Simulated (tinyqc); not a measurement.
Inside a calculation. Method: extended Hueckel theory, for BH3. Computed by tinyqc, a small Python program that keeps every step (integrals from PySCF). Settings: charge = 0, K = 1.75, multiplicity = 1. Command: `OMP_NUM_THREADS=1 python tinyqc.py 20607 20608 out.jsonl` (the two numbers bound the seeds that draw the settings). One thread of a shared host (Intel(R) Xeon(R) Processor @ 2.60GHz), about 0.01 s of CPU time with the checks.

## Overlaps

Geometry (angstrom):
```
atom          x          y         z
B      0.000000   0.000000  0.013000
H      1.158000   0.000000  0.000000
H     -0.579000   1.003000  0.000000
H     -0.579000  -1.003000  0.000000
```

Parameters chosen for this run:
```
element  shell  Slater exponent   H_ii (eV)
H           1s         1.300000  -13.600000
B           2s         1.300000  -15.200000
B           2p         1.300000   -8.500000
```

Slater orbitals, each expanded in six Gaussians scaled to its exponent.

overlap S, order 1B 2s, 1B 2px, 1B 2py, 1B 2pz, 2H 1s, 3H 1s, 4H 1s:
$$\begin{pmatrix}
1.000000 & 0.000000 & 0.000000 & 0.000000 & 0.503510 & 0.503452 & 0.503452 \\
0.000000 & 1.000000 & 0.000000 & 0.000000 & 0.541055 & -0.270482 & -0.270482 \\
0.000000 & 0.000000 & 1.000000 & 0.000000 & 0.000000 & 0.468555 & -0.468555 \\
0.000000 & 0.000000 & 0.000000 & 1.000000 & -0.006074 & -0.006073 & -0.006073 \\
0.503510 & 0.541055 & 0.000000 & -0.006074 & 1.000000 & 0.101561 & 0.101561 \\
0.503452 & -0.270482 & 0.468555 & -0.006073 & 0.101561 & 1.000000 & 0.101524 \\
0.503452 & -0.270482 & -0.468555 & -0.006073 & 0.101561 & 0.101524 & 1.000000
\end{pmatrix}$$

## Wolfsberg-Helmholz matrix

diagonal H_ii (eV): 1B 2s -15.200000, 1B 2px -8.500000, 1B 2py -8.500000, 1B 2pz -8.500000, 2H 1s -13.600000, 3H 1s -13.600000, 4H 1s -13.600000

K = 1.750000

H_ij = K' S_ij (H_ii + H_jj)/2 for i != j (the diagonal keeps H_ii), with K' = 1.75.

H (eV), order 1B 2s, 1B 2px, 1B 2py, 1B 2pz, 2H 1s, 3H 1s, 4H 1s:
$$\begin{pmatrix}
-15.200000 & 0.000000 & 0.000000 & 0.000000 & -12.688440 & -12.686988 & -12.686988 \\
0.000000 & -8.500000 & 0.000000 & 0.000000 & -10.462646 & 5.230439 & 5.230439 \\
0.000000 & 0.000000 & -8.500000 & 0.000000 & 0.000000 & -9.060673 & 9.060673 \\
0.000000 & 0.000000 & 0.000000 & -8.500000 & 0.117456 & 0.117436 & 0.117436 \\
-12.688440 & -10.462646 & 0.000000 & 0.117456 & -13.600000 & -2.417163 & -2.417163 \\
-12.686988 & 5.230439 & -9.060673 & 0.117436 & -2.417163 & -13.600000 & -2.416281 \\
-12.686988 & 5.230439 & 9.060673 & 0.117436 & -2.417163 & -2.416281 & -13.600000
\end{pmatrix}$$

## Orbitals

valence electrons = 6

Solve H C = S C e through S^(-1/2); fill by pairs from the bottom, a degenerate level sharing its electrons equally; each orbital has its largest coefficient positive (the first on a tie).

orbital energies (eV): [-19.663256, -14.431030, -14.430735, -8.500554, 10.427706, 10.428499, 23.303826]

occupations: [2.000000, 2.000000, 2.000000, 0.000000, 0.000000, 0.000000, 0.000000]

coefficients, order 1B 2s, 1B 2px, 1B 2py, 1B 2pz, 2H 1s, 3H 1s, 4H 1s:
$$\begin{pmatrix}
0.524121 & 0.000000 & -0.000019 & 0.010567 & 0.000000 & -0.000633 & 1.563191 \\
-0.000001 & 0.000000 & 0.395076 & 0.000000 & 0.000000 & 1.341534 & 0.000765 \\
0.000000 & 0.395048 & 0.000000 & 0.000000 & 1.341545 & 0.000000 & 0.000000 \\
0.000149 & 0.000000 & 0.000000 & 0.999924 & 0.000000 & 0.000008 & -0.020070 \\
0.279748 & 0.000000 & 0.588396 & -0.002806 & 0.000000 & -1.050868 & -0.822180 \\
0.279715 & 0.509589 & -0.294230 & -0.002807 & -0.910341 & 0.525946 & -0.821264 \\
0.279715 & -0.509589 & -0.294230 & -0.002807 & 0.910341 & 0.525946 & -0.821264
\end{pmatrix}$$

sum of one-electron energies = -97.050040 eV

Within a degenerate level the vectors are fixed only up to a rotation; this is one choice.

## Mulliken analysis

P = C n C^T; charge = valence electrons (H 1, B 3) minus the sum of (P S)_ii on the atom; overlap population = 2 sum P_ij S_ij between two atoms.

charges: 1B 0.628800, 2H -0.209582, 3H -0.209609, 4H -0.209609

Overlap populations:
```
pair      value
2-1    0.798373
3-1    0.798313
3-2   -0.038542
4-1    0.798313
4-2   -0.038542
4-3   -0.038526
```
